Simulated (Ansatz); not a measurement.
Input file:

```yaml
crystal:
  periodic: [false, false, false]
  atoms:
    - {symbol: Al, position_ang: [0.000000, 0.000000, 0.000000]}
    - {symbol: O, position_ang: [0.000000, 0.000000, 1.784100]}
basis:
  gaussian: {orbitals: "6-31G*"}
total_charge: 1
magnetization: {spin_polarized: false, initial_magnetization: 4}
correlation: {method: fic_mrcisd_q, electrons: outside_noble_gas, active_space: {window: {electrons: 4, orbitals: 8}}}
```

```sh
$ ansatz run in.yaml --threads 1 --pin off --events-out ev --progress --plain --max-ram 2393MiB
```

Q: Roughly how long does this take on 1 thread of Intel Xeon, shared host, and how much host memory?

A: 8.5 s wall and 0.21 GiB.

```
290 factors; integrals over basis functions are off by at most 9.1e-4 eV
mean field evaluation 1: about -8605.8492 eV, gradient 1.4e1 eV
mean field evaluation 2: about -8605.8743 eV, gradient 1.4e1 eV
mean field evaluation 4: about -8606.7994 eV, gradient 1.4e0 eV
mean field evaluation 8: about -8606.8075 eV, gradient 1.4e-1 eV
mean field evaluation 16: about -8606.8046 eV, gradient 9.7e-1 eV
mean field evaluation 32: about -8606.0336 eV, gradient 4.1e0 eV
mean field -8606.80761334 eV, -316.2943458866 hartree, gradient 8.6e-7 eV, S^2 6.000000; 6 other end points of the search recorded, 0 dependent functions left out
reference -8606.80761334 eV, -316.2943458866 hartree; 12, 8 occupied and 22, 26 virtual orbitals, 290 factors
state -8606.95638622 eV, -316.2998131892 hartree
contracted CI cycle   1: correlation 0.00000000 eV, 0.0000000000 hartree, residual 1.82e1 eV
contracted CI cycle   2: correlation -3.17265026 eV, -0.1165927465 hartree, residual 2.45e0 eV
contracted CI cycle   3: correlation -3.25998176 eV, -0.1198021201 hartree, residual 7.64e-1 eV
contracted CI cycle   4: correlation -3.27053206 eV, -0.1201898365 hartree, residual 2.91e-1 eV
contracted CI cycle   5: correlation -3.27218516 eV, -0.1202505867 hartree, residual 1.18e-1 eV
contracted CI cycle   6: correlation -3.27245903 eV, -0.1202606512 hartree, residual 5.00e-2 eV
contracted CI cycle   7: correlation -3.27251373 eV, -0.1202626615 hartree, residual 2.52e-2 eV
contracted CI cycle   8: correlation -3.27252751 eV, -0.1202631679 hartree, residual 1.17e-2 eV
contracted CI cycle   9: correlation -3.27253017 eV, -0.1202632656 hartree, residual 4.54e-3 eV
contracted CI cycle  10: correlation -3.27253051 eV, -0.1202632780 hartree, residual 1.56e-3 eV
contracted CI cycle  11: correlation -3.27253056 eV, -0.1202632798 hartree, residual 7.02e-4 eV
state -8606.95638622 eV, -316.2998131892 hartree; corrected -8610.36396838 eV, -316.4250395238 hartree
Total energy: -8610.36396838 eV, -316.4250395238 hartree
```

Natural occupations: 0.9989 0.9984 0.9983 0.9980 0.0022 0.0017 0.0016 0.0009.
